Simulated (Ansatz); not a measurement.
Born–Oppenheimer molecular dynamics of C₂HS (4 atoms, charge -1, multiplicity 1). It goes on from the last frame of an earlier run, with new velocities.

Level of theory: RKS PBE0/6-31G (Ansatz).

```yaml
ensemble: NVT, Langevin thermostat
time_step: 1 fs
steps_asked: 150
set_temperature: 500 K
friction: 0.05 /fs
seed: 225127
```

First frame:

```xyz
4
Properties=species:S:1:pos:R:3
C 0.599 0.511 -0.020
C -0.354 -0.291 0.031
S -1.642 -1.425 0.013
H 1.411 1.208 -0.034
```

Question: How far do the bonds stretch over the last three quarters of this one trajectory? (Pairs bonded in most of those frames.)

Answer: 
```json
{"bond": "C1–C2", "mean (Å)": "1.241", "spread (Å)": "0.024", "shortest": "1.18", "longest": "1.29"}
{"bond": "C1–H4", "mean (Å)": "1.070", "spread (Å)": "0.031", "shortest": "1.01", "longest": "1.14"}
{"bond": "C2–S3", "mean (Å)": "1.739", "spread (Å)": "0.028", "shortest": "1.68", "longest": "1.78"}
```

Mean temperature of the second half: 460 K. A run of 0.15 ps of so small a system gives no equilibrium averages. Limits of this set-up: no polarisation functions, an anion without diffuse functions, the dipole of an ion depends on the origin.

Run time: 2.5 min on 1 thread of Arm Neoverse N1, on a shared host, peak memory 0.07 GiB.
